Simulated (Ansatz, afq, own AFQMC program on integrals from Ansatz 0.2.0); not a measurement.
**Where AFQMC and coupled cluster stand for SiN, doublet**

| atom | x (Å) | y (Å) | z (Å) |
| --- | --- | --- | --- |
| Si | 0.0000 | 0.0000 | 0.0000 |
| N | 0.0000 | 0.0000 | 1.5638 |

Basis 6-31G. Noble-gas cores (and the filled d shells of Ga–Kr and In–Xe) are frozen. AFQMC by an in-house program on the Cholesky factors that Ansatz 0.2.0 writes for its CCSD(T) run. ph-AFQMC/CISD is guided by a CISD state made of CCSD amplitudes; releasing the constraint for a short imaginary time cuts its bias at the price of noise, slowly where states lie close. Error bars are statistical, one sigma.

Determinant: ROHF, the one that the program's search chose, which needn't be the lowest solution. The geometry is a PBE0/def2-TZVP stationary point of this or a neighbouring charge and spin state.

Full CI on the same integrals is exact in this basis and with this determinant's frozen core.

Cautions: a spin-contaminated unrestricted determinant lies lower (UHF 502 meV lower, ⟨S²⟩ 1.30); the search met a lower determinant of the same kind, perhaps of another symmetry (30 meV lower), and this one is a saddle point; strong correlation (T1 0.078, weight of the determinant 0.79, largest double 0.11); the released energies are still falling, so no released level is given (meV from the phaseless value at times in 1/Eh: -17 ± 4 at 0.24, -30 ± 5 at 0.51, -40 ± 4 at 0.99, -42 ± 7 at 1.62, -54 ± 10 at 2.40).

The T1 diagnostic is 0.0783, the weight of the determinant in the CISD state is 0.787 and the size of the correlated space is 9 electrons in 16 orbitals.

```
  level  correlation energy (eV)
    MP2                  -4.5442
   CCSD                  -4.9205
CCSD(T)                  -5.1679
```

(1) Estimate where phaseless AFQMC with the Hartree–Fock trial lies against CCSD(T) on the same integrals.

(1) 12.1 ± 3.0 kJ/mol above CCSD(T).

Reference: full CI, correlation energy -5.241 eV. The cautions show a poor starting determinant, so the rows tell how each method copes with it here, and full CI is the sure value.

| level | E − E(reference) (kJ/mol) | share of correlation (%) |
| --- | --- | --- |
| CCSD(T) | 7.0 | 98.61 |
| CCSDT | 4.7 | 99.06 |
| CCSDT(Q) | 0.1 | 99.97 |
| CCSDTQ | 0.8 | 99.85 |
| ph-AFQMC/HF | 19.1 ± 3.0 | 96.22 |
| ph-AFQMC/CISD | 7.2 ± 0.4 | 98.57 |

CCSDT and higher add their correlation energy to the determinant of the CCSD(T) run, since their own runs factorise the integrals more tightly (a shift of under 2 meV). A walk keeps the symmetry of its determinant, which the program's search chose and which needn't be the lowest solution, so a lower state of the same spin and another symmetry isn't excluded.
